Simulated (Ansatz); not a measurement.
The cation of isobutene (`C=C(C)C`) at the neutral geometry.

```yaml
crystal:
  periodic: [false, false, false]
  atoms:
    - {symbol: C, position_ang: [-0.575114, 1.411342, -0.251052]}
    - {symbol: C, position_ang: [-0.080085, 0.196963, -0.034982]}
    - {symbol: C, position_ang: [0.053977, -0.375310, 1.340418]}
    - {symbol: C, position_ang: [0.378722, -0.686194, -1.151557]}
    - {symbol: H, position_ang: [-0.666807, 1.814659, -1.253615]}
    - {symbol: H, position_ang: [-0.904812, 2.041637, 0.567627]}
    - {symbol: H, position_ang: [-0.512766, -1.308241, 1.430062]}
    - {symbol: H, position_ang: [-0.300392, 0.317367, 2.104597]}
    - {symbol: H, position_ang: [1.098335, -0.624165, 1.557215]}
    - {symbol: H, position_ang: [-0.183499, -1.626141, -1.159238]}
    - {symbol: H, position_ang: [0.259615, -0.206273, -2.123572]}
    - {symbol: H, position_ang: [1.432845, -0.955635, -1.025912]}
basis:
  gaussian: {orbitals: def2-TZVPP}
total_charge: 1
magnetization: {spin_polarized: true, initial_magnetization: 1}
hamiltonian: {xc: {name: wB97M-V}}
```

```sh
$ ansatz run in.yaml --threads 2 --pin off --events-out ev --progress --plain --max-ram 32768MiB --backend cpu
```

It prints (some lines left out):

```
Functional definition: wB97M-V
1192 factors; their error is unknown
324 factors; integrals over basis functions are off by at most 8.1e-6 eV
mean field evaluation 1: about -4260.4253 eV, gradient 4.1e1 eV
mean field evaluation 2: about -4264.6634 eV, gradient 2.7e1 eV
mean field evaluation 4: about -4268.0466 eV, gradient 1.3e0 eV
mean field evaluation 8: about -4268.0709 eV, gradient 4.8e-2 eV
mean field evaluation 16: about -4268.0448 eV, gradient 7.0e-5 eV
mean field -4268.04479329 eV, -156.8477531687 hartree, gradient 7.0e-5 eV, S^2 0.752273; 0 other end points of the search recorded, 0 dependent functions left out
reference -4268.04483942 eV, -156.8477548641 hartree; 16, 15 occupied and 220, 221 virtual orbitals, 1192 factors
Total energy: -4268.04483942 eV, -156.8477548641 hartree
```

It took 21 s on 2 threads of a server CPU on a shared host, with 0.9 GiB of host memory at the peak.
